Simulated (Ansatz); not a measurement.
**Antifluorite Mg2Sn**

All values below come from B3LYP (VWN-RPA form) (Ansatz, an electronic-structure program, plane waves, PAW).

Numerical settings: plane-wave cutoff 460 eV, 6×6×6 k mesh, Fermi–Dirac smearing 0.01 eV, scalar-relativistic PAW data made under PBE.

Cell (relaxed at this level):

```cif
data_Mg2Sn
_chemical_formula_sum 'Mg2 Sn1'
_space_group_name_H-M_alt 'P 1'
_space_group_IT_number 1
_cell_length_a 4.81276
_cell_length_b 4.81276
_cell_length_c 4.81276
_cell_angle_alpha 60.000
_cell_angle_beta 60.000
_cell_angle_gamma 60.000
loop_
_space_group_symop_operation_xyz
  'x, y, z'
loop_
_atom_site_label
_atom_site_type_symbol
_atom_site_fract_x
_atom_site_fract_y
_atom_site_fract_z
_atom_site_occupancy
Mg1 Mg 0.25000 0.25000 0.25000 1
Mg2 Mg 0.75000 0.75000 0.75000 1
Sn1 Sn 0.00000 0.00000 0.00000 1
```

```yaml
bulk_modulus: 42.5 GPa
band_gap: 0.55 eV (on the SCF k mesh)
smallest_direct_gap_on_the_k_points_sampled: 2.30 eV
direct gap at Γ: 2.32 eV
pressure derivative B′ of the bulk modulus: 4.3
```

Measured, for comparison: band gap 0.36 eV (temperature not stated, no zero-point or thermal correction, indirect, Γ–X; as tabulated in Ryu et al. (2019), arXiv:1905.06140).

Spin–orbit coupling is not included.

The computed numbers hold no vibrational or temperature effects.

Cost on a shared machine: about 14 core-minutes (a rough figure).
